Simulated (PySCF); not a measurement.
Dipole moment and polarisability across levels of theory

Compound: C3H5NO.
Atom-mapped SMILES: `[CH3:1]/[N:2]=[CH:3]/[CH:4]=[O:5]` (hydrogens: H6, H7, H8 on C1; H9 on C3; H10 on C4)

PySCF, dipoles from the SCF density, polarisabilities from static response with core orbitals frozen. Isolated species at its PBE0-D3(BJ)/def2-SVP geometry (one conformer only).

The anisotropy is √(½[(α1 − α2)² + (α2 − α3)² + (α3 − α1)²]).

| level | μ (D) | α (au) | anisotropy (au) |
| --- | --- | --- | --- |
| LDA/def2-SVPD | 3.258 | 55.11 | 40.21 |
| PBE/def2-SVPD | 3.111 | 54.50 | 40.04 |
| B3LYP/def2-SVPD | 3.131 | 52.44 | 37.70 |
| PBE0/def2-SVPD | 3.116 | 51.76 | 37.20 |
| BHandHLYP/def2-SVPD | 3.164 | 50.13 | 35.63 |
| CAM-B3LYP/def2-SVPD | 3.124 | 51.21 | 35.85 |
| wB97X-D/def2-SVPD | 3.106 | 51.21 | 35.62 |
| LC-wPBE/def2-SVPD | 3.042 | 49.58 | 33.98 |
| HF/def2-SVPD | 3.220 | 48.33 | 34.37 |
| PBE0/6-31G* | 2.918 | 42.44 | 37.71 |
| PBE0/def2-SVP | 2.968 | 43.65 | 36.39 |
| PBE0/def2-TZVP | 3.014 | 49.63 | 37.63 |

The dipole runs from 2.92 D (PBE0/6-31G*) to 3.26 D (LDA/def2-SVPD). No reference polarisability is at hand; against PBE0 in the largest diffuse basis at hand (def2-SVPD) the other PBE0 rows deviate by 6-31G* -18%, def2-SVP -16%, def2-TZVP -4%. In one basis (def2-SVPD) the functionals order the polarisability from HF (lowest) to LDA (highest), a spread of 14%. With PBE0 the polarisability is 45.24 au without diffuse functions (mean of 6-31G*, def2-SVP and def2-TZVP) and 51.76 au with them (def2-SVPD).
